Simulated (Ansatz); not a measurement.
# C2H5Al, SMILES [CH2]1[CH2][AlH]1: a search for lower mean-field states

Program: the Ansatz DFT code, driven from Python.

The script, `c2h5al_states.py`:
```python
'''Does a wider search find a lower mean-field state of C2H5Al?'''

import ansatz as az
import numpy as np


def main() -> None:
    geometry_ang = [
        ('C', (-0.6744, 0.2455, -0.4445)),
        ('C', (0.7058, 0.5297, -0.0039)),
        ('Al', (-0.1513, -1.0331, 0.8824)),
        ('H', (-0.734, -0.0669, -1.5037)),
        ('H', (-1.4386, 1.0533, -0.1216)),
        ('H', (0.8353, 1.461, 0.6149)),
        ('H', (1.4976, 0.3097, -0.7751)),
        ('H', (0.0516, -2.5563, 1.2957)),
    ]
    c2h5al = az.Crystal.molecule()
    for symbol, xyz in geometry_ang:
        c2h5al = c2h5al.atom(symbol, xyz)
    symbols = [site.symbol for site in c2h5al.cartesian_sites]

    start = np.array([site.position_ang for site in c2h5al.cartesian_sites])
    for factor in [1.0, 1.5]:
        xyz = (start - start.mean(axis=0)) * factor
        scaled = az.Crystal.molecule()
        for symbol, place in zip(symbols, xyz):
            scaled = scaled.atom(symbol, place.tolist())
        calculation = scaled.calculation().basis(gaussian='6-31G*').functional('PBE0').spin('collinear')
        for search in ('off', 'standard'):
            try:
                report = calculation.scf(lower_state_search=search).run(threads=1, backend='cpu').report
            except az.AnsatzError as error:
                print(f'x{factor} search {search}: {type(error).__name__}')
                continue
            state = report['mean_field']['state']
            print(f'all distances x{factor}, search {search:8s} E = {report["free_energy_ev"]:.5f} eV  <S^2> = {abs(state["spin_squared"]):.3f}  other states met: {len(report["mean_field"]["others"])}')


if __name__ == '__main__':
    main()
```

Running `python c2h5al_states.py` prints:
```text
all distances x1.0, search off      E = -8743.60566 eV  <S^2> = 0.000  other states met: 0
all distances x1.0, search standard E = -8743.60566 eV  <S^2> = 0.000  other states met: 1
all distances x1.5, search off      E = -8727.30747 eV  <S^2> = 0.000  other states met: 0
all distances x1.5, search standard E = -8727.81637 eV  <S^2> = 0.990  other states met: 11
```

Total energies depend on the basis set; only differences at equal settings carry meaning. The count of other states can hold repeated and symmetry-equivalent ends of the search; scaling all distances is a test, and for more than two atoms no physical path. The geometry comes from a force field and isn't relaxed at this level. The expectation value of S² is noticeably off S(S+1) in at least one run, so that state is spin-contaminated. Hardware and time: 19 s on 1 thread of Arm Neoverse V1, with other jobs on the host, peak memory 0.22 GiB.
